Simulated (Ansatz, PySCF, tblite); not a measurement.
**How well does each level of theory give the cohesive energy of diamond?**

Reference value: 7.55 eV/atom (measured, static lattice: zero-point vibration energy added; as tabulated in Mejia-Rodriguez and Trickey (2018), arXiv:1807.09216).

**Question.** What do GFN1-xTB, PBE, HSE06, MP2 give, and how far is each from the reference?

**Answer.** 
```tsv
level (code)	value (eV/atom)	cell (Å³/atom)	error (eV/atom)
GFN1-xTB (tblite)	10.80	5.57	+3.25
PBE (PySCF)	7.72 ± 0.04	5.70	+0.17
HSE06 (Ansatz)	7.64	5.57	+0.09
MP2 (PySCF)	8.10 ± 0.1	5.53	+0.55
```

Leaving aside GFN1-xTB (doubt noted below): Closest of the ranked levels: HSE06 (+0.09 eV/atom). Farthest off among them: MP2 (+0.55 eV/atom). Within 0.3 eV/atom: PBE, HSE06.

A ± on a computed value is a rough bar: the spread of its extrapolation, a floor set from checks against published values, or a statistical error. GFN1-xTB: the free atoms are run in the same model without spin. GFN1-xTB: the method was fitted mainly to molecules. GFN1-xTB: the run uses a supercell at the zone centre in place of a k mesh. Each level is taken at its own relaxed cell. Ansatz's density-functional and Hartree–Fock values are scalar-relativistic unless marked +SOC, with PAW data made under PBE.

Differences are worked out from the printed values.

Ansatz is a first-principles code.
